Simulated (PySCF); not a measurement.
Calculation: PBE0-D3(BJ)/def2-TZVP run with PySCF. All species are isolated molecules in the gas phase. One relaxed conformer stands for a flexible species; it need not be the lowest. 

Reference species (SMILES): `[In]([SH])[SH]` (H–S–In–S torsion 2°, S–In–S–H torsion 2°) (neutral, multiplicity 2).

```
Quantity                         Result
-----------------------------  --------
highest occupied spin orbital  -6.33 eV
```

Changed species: `[OH]` (radical fragment; the reference has radical fragment).

Problem. Give the shifts of the highest occupied spin orbital.

Solution. the highest occupied spin orbital decreases by 2.76 eV, to -9.09 eV.
